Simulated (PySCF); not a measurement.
**One molecule, many functionals**

Species: C2H6Si.
SMILES: `C1C[SiH2]1`

Linear-response calculations in the def2-SVPD basis (PySCF; singlets by full response, triplets Tamm–Dancoff, core orbitals frozen in the response; HF means time-dependent Hartree–Fock). 'Strongest' is the level of largest summed f among the singlets computed (10 roots, of which the last may lack a degenerate partner); it can jump between rows when another state enters that window. S1 is the lowest singlet of each run and needn't be the same state throughout; f(S1) is that of one state. Geometry: PBE0-D3(BJ)/def2-SVP; no solvent, vibrations or thermal averaging.

```
functional                               kind  S1 (eV)  f(S1)  strongest (eV)  T1 (eV)  HOMO (eV)  gap (eV)  ionisation energy, ΔSCF (eV)
       LDA                                LDA     5.79  0.001            6.04     4.87      -5.89      5.27                          9.20
       PBE                                GGA     5.80  0.001            8.00     4.74      -5.77      5.30                          9.01
     B3LYP  global hybrid, 20% exact exchange     6.06  0.001            6.23     4.92      -6.66      6.74                          9.09
      PBE0  global hybrid, 25% exact exchange     6.24  0.002            6.37     4.91      -6.86      7.18                          9.06
 BHandHLYP  global hybrid, 50% exact exchange     6.47  0.002            6.59     5.11      -7.85      8.89                          8.98
 CAM-B3LYP             range-separated hybrid     6.32  0.002            6.49     5.07      -8.17      9.36                          9.11
   wB97X-D             range-separated hybrid     6.53  0.002            6.55     5.19      -8.71     10.69                          9.09
   LC-wPBE             range-separated hybrid     6.87  0.003            6.88     5.20      -9.50     11.79                          9.17
        HF                       Hartree–Fock     7.04  0.003            7.06     5.17      -9.37     12.02                   not settled
```

S1 runs from 5.79 eV (LDA) to 7.04 eV (HF), a spread of 1.25 eV, while the orbital gap spreads over 6.8 eV. Along PBE (0%), B3LYP (20%), PBE0 (25%), BHandHLYP (50%), HF (100%) S1 rises with the share of exact exchange. −ε(HOMO) comes closest to its own ΔSCF ionisation energy with LC-wPBE (+0.34 eV) and misses most with LDA (-3.31 eV). 'Not settled' means that the ion's SCF failed to converge or may have ended in another state than the lowest.

Without π bonds the low states are Rydberg-like; a valence basis with one diffuse set may place them up to an eV too high.
